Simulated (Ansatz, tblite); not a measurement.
Cost and result up the ladder for AlH₂F (4 atoms). Total charge 0; singlet. Geometry: PBE0-D4/def2-TZVP.

```xyz
4

Al    0.014   -0.003    0.054
H    -0.356    1.228    0.964
H     0.697   -1.340    0.531
F    -0.355    0.115   -1.550
```

Ansatz on 4 threads of AMD EPYC 9R45 on a shared host; xTB runs through tblite on one thread. Times are rough, summed over both states, and most runs start from the orbitals of an earlier one. PBE0-D4/def2-TZVP serves as the yardstick here, not as an exact answer. The other state is a triplet.

The xTB rows come from tblite.

xTB has no spin-polarisation term.

```tsv
level	functions	wall time	vertical triplet (eV)	difference from PBE0-D4/def2-TZVP (eV)
GFN2-xTB	15	0.003 s	4.97	-0.42
GFN1-xTB	17	0.004 s	6.06	0.67
PBE-D4/def2-TZVP	80	0.55 s	5.06	-0.33
PBE0-D4/def2-TZVP	80	0.55 s	5.39	0.00
r2SCAN-D4/def2-TZVP (with forces)	80	1.1 s	5.20	-0.20
```
